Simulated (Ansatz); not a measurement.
# Match the barriers

Saddle point of H3SO, doublet (H₂O + HS → H₂S + OH; bonds formed: H1–S3; bonds broken: H1–O2), PBE0-D4/def2-TZVP structure:

H1  (0.035, -0.427, 0.657)
O2  (0.049, -1.007, -0.870)
S3  (-0.235, 0.888, 0.969)
H4  (-0.803, -0.751, -1.257)
H5  (0.955, 1.297, 0.502)
(Å)

Ansatz 0.2.0; basis: def2-TZVPP, with def2-QZVPP for the basis limit; cores frozen in the correlated methods; orbitals are unrestricted. Extrapolation: Hartree–Fock as exp(−7.88 √X), correlation as X^−2.97. Four methods, as single points on the PBE0-D4 structures, gave these electronic barriers from the start structure: 23.13, 24.73, 28.13, 31.15 kcal/mol.

The methods were, in alphabetical order, BLYP-D4, CCSD(T), HF, r2SCAN-D4. Which gave which? (A judgement: the text doesn't fix the answer.)

Computed: BLYP-D4 23.13; r2SCAN-D4 24.73; HF 28.13; CCSD(T) 31.15 kcal/mol. For comparison, CCSD(T) at an estimated basis limit (MP2 extrapolated from triple and quadruple zeta, plus CCSD(T) − MP2 in triple zeta) gives 31.82 kcal/mol.

The T1 diagnostic stays at or below 0.028. ⟨S²⟩ of the unrestricted Hartree–Fock references: 0.76 to 0.77 (a pure state has 0.75).

For scale, one of the runs: CCSD(T)/def2-TZVPP, 115 basis functions, launched by `ansatz run in.yaml --threads 2 --pin off --events-out ev --progress --plain --max-ram 4352MiB`. Hardware: 2 CPU threads, shared host. Wall time 20 s; peak host memory 0.92 GiB.
